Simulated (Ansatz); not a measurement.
**Relaxing Sr₃Zn**

Theory: Ansatz 0.2.0, DFT PBE, scalar-relativistic, plane waves, PAW.

Sr₃Zn was placed on the Ni3Sn (D0_19) structure type (P6_3/mmc, No. 194), with Zn in place of Sn, Sr in place of Ni, at a guessed volume.

The final relaxation ran on this input, with the default PAW datasets:

```yaml
crystal:
  lattice:
    - [7.8152637469, 0.0, 0.0]
    - [-3.9076318735, 6.7682169421, 0.0]
    - [0.0, 0.0, 6.272954992]
  atoms:
    - { symbol: Sr, position: [0.833, 0.666, 0.25] }
    - { symbol: Sr, position: [0.167, 0.833, 0.75] }
    - { symbol: Sr, position: [0.334, 0.167, 0.25] }
    - { symbol: Sr, position: [0.167, 0.334, 0.75] }
    - { symbol: Sr, position: [0.833, 0.167, 0.25] }
    - { symbol: Sr, position: [0.666, 0.833, 0.75] }
    - { symbol: Zn, position: [0.3333333333, 0.6666666667, 0.25] }
    - { symbol: Zn, position: [0.6666666667, 0.3333333333, 0.75] }
basis:
  ecutwfc: 420
kpoints:
  mp_grid: { grid: [6, 6, 6] }
hamiltonian:
  xc: pbe
scf:
  occupations: { method: gaussian, width: 0.1 }
output:
  forces: true
  stress: true
  eigenvalues: true
relax:
  adjacent_minimum: "off"
  f_tol: 0.01
  max_steps: 80
  cell: { stress_tol: 0.05 }
```

Launched as:

```bash
ansatz run input.yaml --threads 1 --pin off --max-ram 2560MiB --backend cpu --events-out ev --progress --plain --runs-dir out
```

It took 45 s on 1 thread of AMD EPYC 9B45 (Zen 5), on a shared host, peak memory 0.77 GiB.

The program printed at the end:

```
SCF converged after 7 iterations
Free energy (F): -27902.821927 eV
Harris-Foulkes:  -27902.821927 eV  (|F-HF|=7.28e-12)
Internal energy: -27902.764976 eV  (E = F + TS)
E sigma→0 (E₀):  -27902.793451 eV
Entropy (-TS):   -0.056951 eV (-7.119 meV/atom)
Fermi energy:    6.166646 eV
--- Per-component energies (eV) ---
  E_band       = -737.683272
  E_kinetic    = 1715.108881
  E_local      = -8396.182236  (includes V_loc(G=0)·N_el)
  E_nonlocal   = 2439.569371
  E_hartree    = 2798.726804
  E_xc         = -1303.398214
  E_vxc        = -1061.344320  (∫ρ·V_xc dr)
  E_paw        = -19820.471870  (= ΣΔE_a)
  E_vpaw       = -1032.287873  (= ΣTr[D̂ρ^β])
  E_aug_tail   = -0.000727  (compensation charges beyond the density's cutoff)
  E_ewald      = -5336.116985
  E_smearing   = -0.056951  (= −TS)
  E_closure    =  0.000000  (closes the sum)
  Σ components = -27902.821927   (vs F -27902.821927, Δ=0.00e0)
--- Forces (eV/Å), atoms counted from 1 ---
  atom   1  Sr     0.00000000    -0.00674657     0.00000000
  atom   2  Sr     0.00584270    -0.00337329     0.00000000
  atom   3  Sr     0.00584270     0.00337329     0.00000000
  atom   4  Sr     0.00000000     0.00674657     0.00000000
  atom   5  Sr    -0.00584270     0.00337329     0.00000000
  atom   6  Sr    -0.00584270    -0.00337329     0.00000000
  atom   7  Zn     0.00000000     0.00000000     0.00000000
  atom   8  Zn     0.00000000     0.00000000     0.00000000
  max |Σ_I F_I| component: 7.23e-18 eV/Å
--- Stress (GPa, compression-positive) ---
        0.025032       0.000000       0.000000
        0.000000       0.025032       0.000000
        0.000000       0.000000      -0.002097
  P = ⅓ Tr σ = 0.0160 GPa (0.160 kbar)
--- Relaxed structure (4 steps of the walk, 4 accepted, 1 SCFs on fresh bases) ---
  F+E_penalty+E_count = -27902.82192674 eV   max|allowed force component| = 6.747e-3 eV/Å   (the final SCF, on the basis selected at the relaxed cell)
  cell:  # Å, volume = 325.0951 Å³
    - [7.790964, 0.000000, 0.0]
    - [-3.895482, 6.747173, 0.0]
    - [0.0, 0.0, 6.184398]
  atoms:
    - { symbol: Sr, position: [0.826878, 0.653757, 0.250000] }
    - { symbol: Sr, position: [0.173122, 0.826878, 0.750000] }
    - { symbol: Sr, position: [0.346243, 0.173122, 0.250000] }
    - { symbol: Sr, position: [0.173122, 0.346243, 0.750000] }
    - { symbol: Sr, position: [0.826878, 0.173122, 0.250000] }
    - { symbol: Sr, position: [0.653757, 0.826878, 0.750000] }
    - { symbol: Zn, position: [0.333333, 0.666667, 0.250000] }
    - { symbol: Zn, position: [0.666667, 0.333333, 0.750000] }
```

Absolute energies hang on the potentials; compare differences alone.

The result has space group P6_3/mmc (No. 194). Sr is coordinated by 8 Sr at 3.74–4.05 Å and 4 Zn at 3.77–3.90 Å; Zn is coordinated by 12 Sr at 3.77–3.90 Å.

Against the elements it lies at 0.07 eV/atom. The zero of energy is the elements' standard structures at the same level; no fitted shifts are applied.

For metals, differences of a few meV/atom aren't resolved.

Symmetry constrained the relaxation, so the result can be a saddle point.